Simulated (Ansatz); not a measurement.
# C3H6OS: up Jacob's ladder to CCSD(T)

Aim: compute C3H6OS with functionals from several rungs and with coupled cluster, and see how far each lands from CCSD(T) at the basis-set limit for the atomisation energy.

Method: functionals in def2-TZVPP, the program's frozen cores in correlated methods; program: Ansatz 0.2.0, Gaussian basis.

Levels to be run: PBE-D4, r2SCAN-D4, PBE0-D4, B3LYP-D4, ωB97X-V, ωB97M-V, B2PLYP; CCSD(T)/def2-TZVPP; MP2/def2-QZVPP; extrapolation to the limit.

**1. The geometry**

An earlier PBE0-D4 in a triple-zeta def2 set relaxation fixed the geometry.

SMILES `SCC1CO1`, 11 atoms, charge 0, spin multiplicity 1.

Atoms are counted from 1 here; the program's logs count them from 0.

Bond lengths: S1–C2 1.820 Å, S1–H6 1.341 Å, C2–C3 1.496 Å, C2–H7 1.092 Å, C2–H8 1.091 Å, C3–C4 1.459 Å, C3–O5 1.418 Å, C3–H9 1.089 Å, C4–O5 1.416 Å, C4–H10 1.088 Å, C4–H11 1.087 Å. Angles: C2–S1–H6 96.5°, S1–C2–C3 109.5°, S1–C2–H7 108.9°, S1–C2–H8 110.2°, C3–C2–H7 109.2°, C3–C2–H8 109.8°, H7–C2–H8 109.3°, C2–C3–C4 121.2°, C2–C3–O5 116.7°, C2–C3–H9 115.3°, C4–C3–O5 59.0°, C4–C3–H9 118.2°, O5–C3–H9 114.0°, C3–C4–O5 59.0°, C3–C4–H10 119.3°, C3–C4–H11 119.6°, O5–C4–H10 115.3°, O5–C4–H11 115.5° and more.

**2. PBE-D4 (GGA)**

Contents of in.yaml:

```yaml
crystal:
  periodic: [false, false, false]
  atoms:
    - {symbol: S, position_ang: [-1.208169, 0.247289, 2.030019]}
    - {symbol: C, position_ang: [-0.658818, 0.551503, 0.321547]}
    - {symbol: C, position_ang: [0.613270, -0.192662, 0.066921]}
    - {symbol: C, position_ang: [0.916906, -0.742360, -1.250551]}
    - {symbol: O, position_ang: [0.497401, -1.582061, -0.189909]}
    - {symbol: H, position_ang: [-2.025900, 1.307074, 2.116479]}
    - {symbol: H, position_ang: [-0.481030, 1.620805, 0.192535]}
    - {symbol: H, position_ang: [-1.424840, 0.224982, -0.383685]}
    - {symbol: H, position_ang: [1.444618, 0.069459, 0.719992]}
    - {symbol: H, position_ang: [0.198258, -0.619054, -2.057704]}
    - {symbol: H, position_ang: [1.953407, -0.857876, -1.557447]}
basis:
  gaussian: {orbitals: def2-TZVPP}
hamiltonian: {xc: pbe, dispersion: d4}
output: {forces: true, orbitals: {seedname: orbitals}}
```

Further steps of the session: r2SCAN-D4 (meta-GGA); PBE0-D4 (hybrid); B3LYP-D4 (hybrid); ωB97X-V (range-separated); ωB97M-V (range-separated); B2PLYP (double hybrid); CCSD(T) in def2-TZVPP; MP2 in def2-QZVPP.

Q: Predict the results of all the runs planned. Wanted: atomisation energy, CCSD(T)/CBS; farthest; mean size of error, hybrid; mean size of error, range-separated; gap, smallest and largest; T1 diagnostic; triples share of the correlation energy.

As calculated:

| quantity | value |
| --- | --- |
| atomisation energy, CCSD(T)/CBS | 1004.5 kcal/mol |
| functionals within 5.0 kcal/mol (0.5 %) | B3LYP-D4 |
| farthest | PBE-D4 (+32.0 kcal/mol) |
| mean size of error, hybrid | 5.9 kcal/mol |
| mean size of error, range-separated | 5.5 kcal/mol |
| gap, smallest and largest | 5.11 eV (PBE-D4), 11.83 eV (ωB97X-V) |
| T1 diagnostic | 0.0109 |
| triples share of the correlation energy | 4.2 % |

What this shows: PBE-D4 misses by +32.0 kcal/mol. Double hybrids carry the basis error of their MP2 part in triple zeta, and no dispersion term here, so their miss is partly the set-up's. Misses under about 5.0 kcal/mol are within the doubt on the reference itself, which lacks core-valence correlation, relativity and higher excitations. Hartree-Fock recovers 71 % of the binding; the rest is correlation. The gap grows from 5.1 to 11.8 eV across the functionals, mostly with the share of exact exchange.
